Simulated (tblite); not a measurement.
Species: octatetraene, C8H10.
Numbering: `[CH2:1]=[CH:2]/[CH:3]=[CH:4]/[CH:5]=[CH:6]/[CH:7]=[CH2:8]` (hydrogens: H9, H10 on C1; H11 on C2; H12 on C3; H13 on C4; H14 on C5; H15 on C6; H16 on C7; H17, H18 on C8)

Computed with GFN2-xTB (tblite), gas phase: L-BFGS steps from a force-field or distance-geometry start until the largest atomic force falls under 0.01 eV/Å.

At the end of the run (lengths in Å): C4–C5 1.428, C8–H18 1.076, C4–H13 1.083, C6–H15 1.083, C5–H14 1.083, C5=C6 1.348, C2–H11 1.083, C3–C4–C5 123.9°, C2–C3–C4 123.8°, C1–C2–C3 123.8°, C1–C2–C3–C4 180°, C2–C3–C4–C5 180°, C3–C4–C5–C6 180°.

Problem. These geometries were met on the way; a selection of coordinates is given. Order them by energy above the end point, lowest first.
A. C4–C5 1.429, C8–H18 1.075, C4–H13 1.082, C6–H15 1.083, C5–H14 1.083, C5=C6 1.346, C2–H11 1.083, C3–C4–C5 123.7°, C2–C3–C4 124.0°, C1–C2–C3 124.1°, C1–C2–C3–C4 180°, C2–C3–C4–C5 180°, C3–C4–C5–C6 180°
B. C4–C5 1.428, C8–H18 1.077, C4–H13 1.083, C6–H15 1.082, C5–H14 1.083, C5=C6 1.348, C2–H11 1.083, C3–C4–C5 123.8°, C2–C3–C4 123.9°, C1–C2–C3 124.0°, C1–C2–C3–C4 180°, C2–C3–C4–C5 180°, C3–C4–C5–C6 180°
C. C4–C5 1.430, C8–H18 1.074, C4–H13 1.086, C6–H15 1.086, C5–H14 1.087, C5=C6 1.350, C2–H11 1.084, C3–C4–C5 123.3°, C2–C3–C4 123.7°, C1–C2–C3 123.7°, C1–C2–C3–C4 180°, C2–C3–C4–C5 180°, C3–C4–C5–C6 180°
D. C4–C5 1.428, C8–H18 1.081, C4–H13 1.087, C6–H15 1.085, C5–H14 1.086, C5=C6 1.358, C2–H11 1.088, C3–C4–C5 122.9°, C2–C3–C4 123.4°, C1–C2–C3 123.4°, C1–C2–C3–C4 180°, C2–C3–C4–C5 180°, C3–C4–C5–C6 180°
E. C4–C5 1.450, C8–H18 1.097, C4–H13 1.102, C6–H15 1.096, C5–H14 1.096, C5=C6 1.336, C2–H11 1.094, C3–C4–C5 123.8°, C2–C3–C4 123.6°, C1–C2–C3 123.9°, C1–C2–C3–C4 180°, C2–C3–C4–C5 180°, C3–C4–C5–C6 179°

Solution. B (0.000 eV), A (0.003 eV), C (0.008 eV), D (0.021 eV), E (0.052 eV).

```json
{"step": "8", "E above end (eV)": "0.000", "rms distance from the end, all atoms (Å)": "0.003", "largest force (eV/Å)": "0.036", "rms shift of all bonds from the end (Å)": "0.000"}
{"step": "4", "E above end (eV)": "0.003", "rms distance from the end, all atoms (Å)": "0.008", "largest force (eV/Å)": "0.112", "rms shift of all bonds from the end (Å)": "0.001"}
{"step": "2", "E above end (eV)": "0.008", "rms distance from the end, all atoms (Å)": "0.011", "largest force (eV/Å)": "0.201", "rms shift of all bonds from the end (Å)": "0.003"}
{"step": "1", "E above end (eV)": "0.021", "rms distance from the end, all atoms (Å)": "0.013", "largest force (eV/Å)": "0.625", "rms shift of all bonds from the end (Å)": "0.005"}
{"step": "0", "E above end (eV)": "0.052", "rms distance from the end, all atoms (Å)": "0.016", "largest force (eV/Å)": "1.115", "rms shift of all bonds from the end (Å)": "0.012"}
```

Rows stand in the order of the answer.
